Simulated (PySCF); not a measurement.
# CH2O2 (formic acid): CCSD(T)/pc-1

Aim: the vertical ionisation energy of CH2O2 (formic acid) at CCSD(T)/pc-1, from 2 runs. The job is set up through a Python script.

The results are computed with PySCF 2.14.0.

## (1) Starting point

CH2O2 has 5 atoms, charge 0, and is taken as a singlet. SMILES: `O=CO`. Geometry: relaxed at PBE0-D4/def2-TZVP. This is one conformer, not always the lowest.

Bond lengths: O1–C2 1.194 Å, C2–O3 1.335 Å, C2–H4 1.099 Å, O3–H5 0.969 Å. Angles: O1–C2–O3 125.1°, O1–C2–H4 125.1°, O3–C2–H4 109.8°, C2–O3–H5 107.3°.

## (2) The energy at CCSD(T)/pc-1

input.py reads:

```python
from pyscf import gto, scf, cc

mol = gto.M(
    atom='''
O       -0.387130      -0.425720       1.205310
C       -0.230880      -0.347230       0.024010
O        0.456980       0.613310      -0.598030
H       -0.631770      -1.055030      -0.715060
H        0.792790       1.214660       0.083770
''',
    charge=0,
    basis='pc-1',
    max_memory=1860,
    verbose=3,
)

mf = scf.RHF(mol)
mf.conv_tol = 1e-10
mf.kernel()
if not mf.converged:
    mf = mf.newton().run(mf.mo_coeff, mf.mo_occ)

mycc = cc.CCSD(mf, frozen=3)
mycc.kernel()
e_t = mycc.ccsd_t()
energy = mycc.e_tot + e_t
print('Final energy', energy)
```

Started as:

```bash
$ OMP_NUM_THREADS=1 python input.py
```

Standard output:

```text
converged SCF energy = -188.71921368838
E(CCSD) = -189.2291153596375  E_corr = -0.5099016712573018
CCSD(T) correction = -0.0142869382830992
Final energy -189.24340229792062
```

Wall time 4.8 s (1 thread of Arm Neoverse N1, shared host); peak memory 0.15 GiB.

## (3) The doublet cation

input.xyz reads:

```xyz
5
CH2O2
O     -0.387130    -0.425720     1.205310
C     -0.230880    -0.347230     0.024010
O      0.456980     0.613310    -0.598030
H     -0.631770    -1.055030    -0.715060
H      0.792790     1.214660     0.083770
```

job.py reads:

```python
from pyscf import gto, cc

system = gto.M(
    atom='input.xyz',
    charge=1,
    spin=1,
    max_memory=1860,
    verbose=3,
    basis='pc-1',
)

mf = system.UHF()
mf.conv_tol = 1e-10
mf.kernel()
if not mf.converged:
    mf = mf.newton().run(mf.mo_coeff, mf.mo_occ)

mycc = cc.CCSD(mf, frozen=3)
mycc.kernel()
e_t = mycc.ccsd_t()
e_tot = mycc.e_tot + e_t
print('Final energy', e_tot)
```

Started as:

```bash
$ OMP_NUM_THREADS=1 python job.py
```

Standard output:

```text
converged SCF energy = -188.34396918434  <S^2> = 0.76558393  2S+1 = 2.0155237
E(UCCSD) = -188.8146273246801  E_corr = -0.4706581403398551
UCCSD(T) correction = -0.0138385706353754
Final energy -188.82846589531547
```

It took 22 s on 1 thread of Arm Neoverse N1, shared host; peak memory 0.35 GiB.

## (4) Outcome

At CCSD(T)/pc-1, 3 core orbitals frozen:

| quantity | value |
| --- | --- |
| singlet CH2O2: total energy | -189.24340 Eh |
| singlet CH2O2: dipole moment (Hartree–Fock density) | 1.71 D |
| singlet CH2O2: HOMO energy (Hartree–Fock orbitals) | -12.96 eV |
| singlet CH2O2: LUMO energy (Hartree–Fock orbitals) | 4.35 eV |
| singlet CH2O2: HOMO–LUMO gap (Hartree–Fock orbitals) | 17.31 eV |
| singlet CH2O2: correlation energy (3 core orbitals frozen) | -524.2 mEh |
| singlet CH2O2: (T) correction | -14.29 mEh |
| singlet CH2O2: T1 diagnostic | 0.017 |
| doublet cation: total energy | -188.82847 Eh |
| doublet cation: HOMO energy (Hartree–Fock orbitals) (highest over α and β) | -22.80 eV |
| doublet cation: LUMO energy (Hartree–Fock orbitals) (lowest over α and β) | -7.87 eV |
| doublet cation: correlation energy (3 core orbitals frozen) | -484.5 mEh |
| doublet cation: (T) correction | -13.84 mEh |
| doublet cation: ⟨S²⟩ of the reference determinant | 0.766 |
| doublet cation: T1 diagnostic | 0.027 |
| vertical ionisation energy (to the doublet cation) | 11.291 eV |

**Reading.** The vertical ionisation energy comes to 11.29 eV (1089 kJ/mol). Mulliken charges (singlet CH2O2) of the mean-field density run from -0.51 on O1 to +0.60 on C2; they depend strongly on the basis. The triples (singlet CH2O2) make up 2.7 % of the correlation energy. The triples (doublet cation) make up 2.9 % of the correlation energy.
